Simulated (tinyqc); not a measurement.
UHF in the sto-3g basis, for OH+, spin multiplicity 3, step by step. One step of it, computed by the program tinyqc.

Task: Iteration 3: diagonalisation and new density. Diagonalise F' = X^T F X, C = X C', fill 5 alpha and 3 beta electrons from the bottom; D(s) = C_occ C_occ^T. Each column has its largest component positive (the first on a tie).

extrapolated F(alpha) (hartree), lower triangle:
```
             1O 1s      1O 2s     1O 2px     1O 2py     1O 2pz      2H 1s
1O 1s   -21.155029
1O 2s    -5.391230  -3.190397
1O 2px   -0.009339  -0.049467  -1.164836
1O 2py    0.006814   0.023442  -0.007024  -1.160769
1O 2pz   -0.014736  -0.085236   0.018715  -0.040610  -1.090721
2H 1s    -0.884336  -1.039451  -0.007042   0.019669  -0.673693  -0.820924
```

extrapolated F(beta) (hartree), lower triangle:
```
             1O 1s      1O 2s     1O 2px     1O 2py     1O 2pz      2H 1s
1O 1s   -21.080345
1O 2s    -5.310809  -2.805743
1O 2px   -0.009174   0.078552  -0.303858
1O 2py    0.005739  -0.037477   0.053139  -0.288860
1O 2pz   -0.012921  -0.123757  -0.157570   0.153074  -0.843200
2H 1s    -0.868197  -0.964416  -0.043013   0.056033  -0.649803  -0.832105
```

X, lower triangle:
```
            1O 1s      1O 2s    1O 2px    1O 2py     1O 2pz     2H 1s
1O 1s    1.022835
1O 2s   -0.130273   1.094361
1O 2px   0.000000   0.000000  1.000000
1O 2py   0.000000   0.000000  0.000000  1.000000
1O 2pz  -0.006518   0.062527  0.000000  0.000000   1.053969
2H 1s    0.020514  -0.237206  0.000000  0.000000  -0.205492  1.124031
```

Give: F' = X^T F X; orbital energies; coefficients C; F' = X^T F X; orbital energies; coefficients C; D(alpha) after iteration 3; D(beta) after iteration 3.

Result:

F' = X^T F X (alpha) (hartree), lower triangle:
```
         1       2       3       4       5       6
1  -20.781
2   -2.688  -2.200
3   -0.003  -0.050  -1.165
4    0.005   0.018  -0.007  -1.161
5   -0.034   0.039   0.018  -0.045  -0.950
6   -0.092  -0.433   0.000   0.025  -0.457  -0.403
```

orbital energies (alpha) (hartree): MO1 -21.164, MO2 -1.942, MO3 -1.207, MO4 -1.170, MO5 -1.120, MO6 -0.057

coefficients C (alpha):
```
           MO1     MO2     MO3     MO4     MO5     MO6
1O 1s    0.994  -0.257   0.033   0.004  -0.046   0.074
1O 2s    0.023   0.988  -0.169  -0.009   0.220  -0.470
1O 2px   0.001   0.058  -0.361   0.784  -0.502   0.002
1O 2py   0.000  -0.024   0.508   0.619   0.598   0.035
1O 2pz   0.002   0.093   0.668  -0.020  -0.503  -0.670
2H 1s   -0.005   0.075   0.244  -0.041  -0.227   1.116
```

F' = X^T F X (beta) (hartree), lower triangle:
```
         1       2       3       4       5       6
1  -20.718
2   -2.661  -1.804
3   -0.019   0.088  -0.304
4    0.011  -0.045   0.053  -0.289
5   -0.028   0.011  -0.152   0.147  -0.692
6   -0.093  -0.423  -0.035   0.041  -0.466  -0.440
```

orbital energies (beta) (hartree): MO1 -21.086, MO2 -1.609, MO3 -1.035, MO4 -0.279, MO5 -0.242, MO6 0.006

coefficients C (beta):
```
           MO1     MO2     MO3     MO4     MO5     MO6
1O 1s    0.995  -0.240   0.085  -0.049  -0.003   0.072
1O 2s    0.019   0.919  -0.404   0.245   0.006  -0.454
1O 2px   0.000  -0.032   0.238   0.702   0.661   0.111
1O 2py   0.000   0.002  -0.215  -0.612   0.750  -0.126
1O 2pz   0.002   0.162   0.720  -0.105  -0.010  -0.775
2H 1s   -0.004   0.179   0.390  -0.315   0.028   1.038
```

D(alpha) after iteration 3, lower triangle:
```
         1O 1s   1O 2s  1O 2px  1O 2py  1O 2pz  2H 1s
1O 1s    1.058
1O 2s   -0.246   1.054
1O 2px   0.000   0.001   1.000
1O 2py  -0.003   0.016   0.000   0.999
1O 2pz   0.023  -0.131   0.001   0.023   0.709
2H 1s   -0.006  -0.017  -0.002  -0.039   0.285  0.118
```

D(beta) after iteration 3, lower triangle:
```
         1O 1s   1O 2s  1O 2px  1O 2py  1O 2pz  2H 1s
1O 1s    1.056
1O 2s   -0.236   1.008
1O 2px   0.028  -0.125   0.058
1O 2py  -0.019   0.089  -0.051   0.046
1O 2pz   0.025  -0.142   0.167  -0.155   0.545
2H 1s   -0.014   0.007   0.087  -0.083   0.310  0.184
```
